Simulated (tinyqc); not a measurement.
UHF in the sto-6g basis, for LiH, spin multiplicity 1, step by step. One step of it, computed by the program tinyqc.

Task: Iteration 2: DIIS coefficients. Solve [B -1; -1 0][c; lambda] = [0; -1] for the coefficients, which sum to one.

B (overlaps of the stored error matrices):
```
               1              2
1  9.9309455e-03  7.0825360e-03
2  7.0825360e-03  5.2715179e-03
```

Give: DIIS coefficients.

Result:

DIIS coefficients: -1.7457  2.7457
